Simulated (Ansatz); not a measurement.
# Na2: the cost of one run

Method: aug-cc-pVTZ, all electrons in the functionals, frozen cores in the correlation of double hybrids and RPA; program: Ansatz 0.2.0, Gaussian basis.

The runs, in order: wB97M-V, B2PLYP, at 2.835 Å; 3.169 Å; 3.539 Å; 3.798 Å; 4.247 Å; 4.947 Å; 5.679 Å; 6.610 Å; 7.895 Å; 9.443 Å; 12.288 Å.

51 further runs of the same task are left out: 22 for a known fault of the program, 25 that didn't finish, 4 set aside as unsound or not needed. Runs told in other sessions of the task aren't counted.

### Step 1. The system

The geometry derives from a PBE0/def2-TZVPD stationary point (not a proven minimum). One bond is set to the value named and the two fragments are kept rigid.

2 atoms, charge -1, spin multiplicity 2.

Atoms are counted from 1 here; the program's logs count them from 0.

No contacts short enough for the rule that draws bonds.

Coordinates:

```xyz
2
Na2
Na    0.00000    0.00000    0.00000
Na    0.00000    0.00000    3.53880
```

No dispersion term is added; wB97M-V holds VV10 nonlocal correlation.

The geometry shown and the zero of energy belong to the point 3.539 Å. The yardstick, FCI, and other wave-function levels (R restricted, U unrestricted, valence and pair active spaces) come from earlier runs.

### Step 2. wB97M-V, 2.835 Å

File in.yaml:

```yaml
crystal:
  periodic: [false, false, false]
  atoms:
    - {symbol: Na, position_ang: [0.000000, 0.000000, 0.000000]}
    - {symbol: Na, position_ang: [0.000000, 0.000000, 2.835000]}
basis:
  gaussian: {orbitals: aug-cc-pVTZ}
total_charge: -1
magnetization: {spin_polarized: true, initial_magnetization: 1}
hamiltonian: {xc: {name: wB97M-V}}
output: {forces: true, orbitals: {seedname: orbitals}}
```

Launch:

```sh
$ ansatz run in.yaml --threads 1 --pin off --events-out ev --progress --plain --max-ram 2393MiB
```

**Question.** How long does this run take on 1 thread of Arm Neoverse V1, shared host, and how much memory does it need?

About 61 s, with a peak of 0.39 GiB.
